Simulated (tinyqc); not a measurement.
Worked calculation: RHF in the sto-3g basis, for CH3-, spin multiplicity 1. The basis has no diffuse functions, so it cannot describe the extra electron: this is an exercise in the method, not the real anion. One step of it, computed by the program tinyqc.

Problem. Iteration 2: diagonalisation and new density. A level shift of 1 hartree raises the virtual space: F + shift (S - S D(s) S), with D(s) the density of one spin (D/2). Diagonalise F' = X^T F X, C = X C', fill 5 alpha and 5 beta electrons from the bottom; D = 2 C_occ C_occ^T. Each column has its largest component positive (the first on a tie).

Fock matrix F (hartree), lower triangle:
```
            1C 1s      1C 2s     1C 2px     1C 2py    1C 2pz      2H 1s      3H 1s     4H 1s
1C 1s   -9.840975
1C 2s   -2.692446  -0.827546
1C 2px  -0.014545  -0.019651   0.365347
1C 2py   0.011767   0.009299  -0.073978   0.491383
1C 2pz  -0.000019   0.032317   0.029041  -0.142830  0.546771
2H 1s   -0.624609  -0.407588  -0.181459  -0.052479  0.088858   0.003753
3H 1s   -0.629778  -0.384859   0.061697  -0.085840  0.007719  -0.159314   0.081772
4H 1s   -0.629087  -0.393169   0.010042   0.128072  0.005290  -0.126895  -0.074621  0.091608
```

X, lower triangle:
```
            1C 1s      1C 2s     1C 2px     1C 2py    1C 2pz      2H 1s      3H 1s     4H 1s
1C 1s    1.028266
1C 2s   -0.164065   1.383140
1C 2px   0.000009  -0.000193   1.172324
1C 2py   0.000000   0.000000   0.000000   1.172601
1C 2pz   0.003015  -0.031187   0.000020   0.000000  1.002710
2H 1s    0.025112  -0.315619  -0.323610   0.000000  0.027518   1.235745
3H 1s    0.025122  -0.316064   0.161923  -0.280603  0.027566  -0.028368   1.236216
4H 1s    0.025122  -0.316064   0.161923   0.280603  0.027566  -0.028368  -0.028413  1.236216
```

D after iteration 1, lower triangle:
```
            1C 1s      1C 2s     1C 2px     1C 2py     1C 2pz      2H 1s      3H 1s     4H 1s
1C 1s    2.137030
1C 2s   -0.535582   1.710506
1C 2px   0.084273  -0.316434   1.540011
1C 2py  -0.045662  -0.007435   0.605996   0.941746
1C 2pz  -0.014335   0.265837   0.124320   0.877699   1.497894
2H 1s   -0.001078  -0.071418   0.247573   0.029896  -0.538410   0.510378
3H 1s    0.100586  -0.045945  -0.503994  -0.038421  -0.406476   0.432144   0.827348
4H 1s   -0.010000   0.330712   0.758649   0.154197   0.459492  -0.369183  -0.903265  1.109013
```

overlap S, lower triangle:
```
           1C 1s     1C 2s     1C 2px     1C 2py     1C 2pz     2H 1s     3H 1s     4H 1s
1C 1s   1.000000
1C 2s   0.248362  1.000000
1C 2px  0.000000  0.000000   1.000000
1C 2py  0.000000  0.000000   0.000000   1.000000
1C 2pz  0.000000  0.000000   0.000000   0.000000   1.000000
2H 1s   0.055968  0.464738   0.449237   0.000000  -0.041309  1.000000
3H 1s   0.056054  0.465107  -0.224668   0.389292  -0.041355  0.127616  1.000000
4H 1s   0.056054  0.465107  -0.224668  -0.389292  -0.041355  0.127616  0.127674  1.000000
```

Give: F' = X^T F X; orbital energies; coefficients C; D after iteration 2.

Solution.

F' = X^T F X (hartree), lower triangle:
```
        1       2       3       4       5       6      7      8
1  -9.606
2  -1.536   0.437
3  -0.034   0.088   0.955
4   0.026   0.023  -0.263   1.368
5   0.000  -0.100   0.023  -0.493   0.794
6  -0.069  -0.579  -0.796  -0.155   0.341   1.075
7  -0.117  -0.613   0.483  -0.591   0.162  -0.255  1.035
8  -0.086  -0.720   0.050   0.648  -0.124  -0.015  0.276  1.015
```

orbital energies (hartree): MO1 -9.845, MO2 -0.242, MO3 0.062, MO4 0.166, MO5 0.551, MO6 1.996, MO7 2.061, MO8 2.323

coefficients C:
```
           MO1     MO2     MO3     MO4     MO5     MO6     MO7     MO8
1C 1s    0.993  -0.222  -0.054   0.062  -0.038   0.159   0.134   0.001
1C 2s    0.030   0.662   0.235  -0.262   0.178  -0.986  -0.820   0.028
1C 2px   0.003   0.090  -0.190   0.584   0.337   0.466  -0.675  -0.600
1C 2py  -0.003   0.030  -0.396  -0.067   0.414   0.347  -0.362   0.973
1C 2pz   0.000  -0.085  -0.048  -0.280   0.851  -0.050   0.368  -0.244
2H 1s   -0.006   0.305  -0.313   0.348  -0.161  -0.079   1.110   0.397
3H 1s    0.000   0.184  -0.379  -0.395  -0.371   0.662   0.254  -0.874
4H 1s   -0.002   0.143   0.518   0.192   0.360   1.060   0.013   0.397
```

D after iteration 2, lower triangle:
```
         1C 1s   1C 2s  1C 2px  1C 2py  1C 2pz   2H 1s   3H 1s  4H 1s
1C 1s    2.086
1C 2s   -0.305   1.189
1C 2px   0.034  -0.156   0.999
1C 2py  -0.016   0.035   0.357   0.668
1C 2pz  -0.055   0.315   0.250   0.775   1.623
2H 1s   -0.059   0.016   0.471   0.086  -0.491   0.675
3H 1s   -0.061   0.140  -0.534   0.057  -0.405   0.194   0.941
4H 1s   -0.127   0.460   0.296  -0.130   0.431  -0.219  -0.758  0.910
```
